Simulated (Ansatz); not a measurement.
**NH₃+ (doublet): RPA-PBE over a scan of the distance N1–H2, 6-31G**

Aim: run NH₃+ (doublet) with these functionals over a scan of the distance N1–H2, and hold them against the top wave-function level at the same points.

Method: 6-31G, all electrons in the functionals, frozen cores in the correlation of double hybrids and RPA; program: Ansatz 0.2.0, Gaussian basis.

The runs, in order: RPA-PBE, at 0.818 Å; 0.912 Å; 1.024 Å; 1.120 Å; 1.221 Å; 1.396 Å; 1.615 Å; 1.898 Å; 2.227 Å; 2.744 Å; 3.526 Å.

14 further runs of the same task are left out: 8 that didn't finish, 6 set aside as unsound or not needed.

## Step 1: The system

The geometry derives from a PBE0/def2-TZVP stationary point (not a proven minimum). One bond is set to the value named and the two fragments are kept rigid.

4 atoms, charge 1, spin multiplicity 2.

Atoms are counted from 1 here; the program's logs count them from 0.

Bond lengths: N1–H2 1.024 Å, N1–H3 1.024 Å, N1–H4 1.024 Å. Angles: H2–N1–H3 120.0°, H2–N1–H4 120.0°, H3–N1–H4 120.0°.

Geometry (Å):

```
atom     x (Å)     y (Å)     z (Å)
  N1   0.00000   0.00000   0.00000
  H2   1.02402   0.01375  -0.00007
  H3  -0.52392   0.87995  -0.00276
  H4  -0.50010  -0.89370   0.00283
```

No dispersion term is added.

The geometry shown and the zero of energy belong to the point 1.024 Å. The yardstick, FCI, and other wave-function levels (R restricted, U unrestricted, valence and pair active spaces) come from earlier runs.

## Step 2: RPA-PBE, 0.818 Å

in.yaml reads:

```yaml
crystal:
  periodic: [false, false, false]
  atoms:
    - {symbol: N, position_ang: [0.012198, 0.000164, -0.000001]}
    - {symbol: H, position_ang: [0.830124, 0.011151, -0.000057]}
    - {symbol: H, position_ang: [-0.511726, 0.880109, -0.002763]}
    - {symbol: H, position_ang: [-0.487900, -0.893538, 0.002831]}
basis:
  gaussian: {orbitals: 6-31G}
total_charge: 1
magnetization: {spin_polarized: true, initial_magnetization: 1}
hamiltonian: {xc: {name: PBE}}
correlation: {method: rpa, electrons: outside_noble_gas}
```

On the command line:

```console
ansatz run in.yaml --threads 1 --pin off --events-out ev --progress --plain --max-ram 2393MiB
```

The runs that follow: RPA-PBE, 0.912 Å; RPA-PBE, 1.024 Å; RPA-PBE, 1.120 Å; RPA-PBE, 1.221 Å; RPA-PBE, 1.396 Å; RPA-PBE, 1.615 Å; RPA-PBE, 1.898 Å; RPA-PBE, 2.227 Å; RPA-PBE, 2.744 Å; RPA-PBE, 3.526 Å.

**Question.** What will the summary of the whole plan be? Wanted: span of the FCI curve; largest miss, RPA-PBE.

**Answer**, as computed:

```
             quantity                value
span of the FCI curve             5.639 eV
largest miss, RPA-PBE  -1.043 eV (3.526 Å)
```

In words: RPA-PBE strays by up to 1.043 eV, at 3.526 Å. RPA-PBE clearly breaks the spin symmetry at some points (⟨S²⟩ up to 0.63 above the pure value), so energy there is bought with a mixed spin. Functionals and the yardstick converge differently with the basis, so part of each miss in 6-31G is the basis.
